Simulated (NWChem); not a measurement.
System meant: NH2, doublet; SMILES [NH2]

Input file for NWChem:

```
start job
memory heap 200 mb stack 900 mb global 1100 mb
geometry units angstroms noautoz
  N      0.000000     0.000000     0.166678
  H      0.804064     0.000000    -0.471843
  H     -0.804064     0.000000    -0.471843
end
basis spherical
  * library def2-svp
end
dft
  odft
  mult 2
  xc xpbe96 cpbe96
  iterations 4
  mulliken
end
task dft energy
```

End of the output:

```
     --------------------------
     Expectation value of S2:
     --------------------------
      <S2> =      0.7523 (Exact =     0.7500)

 center of mass
 --------------
 x =   0.00000000 y =   0.00000000 z =   0.11630863

 moments of inertia (a.u.)
 ------------------
           2.565420816062           0.000000000000           0.000000000000
           0.000000000000           7.219074176391           0.000000000000
           0.000000000000           0.000000000000           4.653653360328

     Multipole analysis of the density
     ---------------------------------

     L   x y z        total         alpha         beta         nuclear
     -   - - -        -----         -----         ----         -------
     0   0 0 0     -0.000000     -5.000000     -4.000000      9.000000

     1   1 0 0     -0.000000     -0.000000     -0.000000      0.000000
     1   0 1 0     -0.000000     -0.000000     -0.000000      0.000000
     1   0 0 1     -0.731985     -0.492783     -0.239202     -0.000000

     2   2 0 0     -4.142182     -4.570475     -4.189228      4.617521
     2   1 1 0     -0.000000     -0.000000     -0.000000      0.000000
     2   1 0 1     -0.000000      0.000000     -0.000000      0.000000
     2   0 2 0     -5.030758     -3.292088     -1.738670      0.000000
     2   0 1 1     -0.000000     -0.000000     -0.000000      0.000000
     2   0 0 2     -5.447323     -4.090439     -3.621704      2.264819

 ------------------------------------------------------------------------
 dft energy failed                                                                                  0
 ------------------------------------------------------------------------
 ------------------------------------------------------------------------
  current input line :
    18: task dft energy
 ------------------------------------------------------------------------
 ------------------------------------------------------------------------
 This type of error is most commonly associated with calculations not reaching convergence criteria
 ------------------------------------------------------------------------
 For more information see the NWChem manual at https://nwchemgit.github.io

0:dft energy failed:Received an Error in Communication
```

Problem. Find the fault in this run and fix the input.

Solution. The run did not converge; its last values are not results. Cause: the SCF was allowed too few iterations. This input runs:
```
start job
memory heap 200 mb stack 900 mb global 1100 mb
geometry units angstroms noautoz
  N      0.000000     0.000000     0.166678
  H      0.804064     0.000000    -0.471843
  H     -0.804064     0.000000    -0.471843
end
basis spherical
  N library def2-svp
  H library def2-svp
end
dft
  odft
  mult 2
  xc xpbe96 cpbe96
  iterations 150
  mulliken
end
task dft energy
```
It converges to -55.75584 Ha (PBE/def2-SVP, spin-unrestricted).
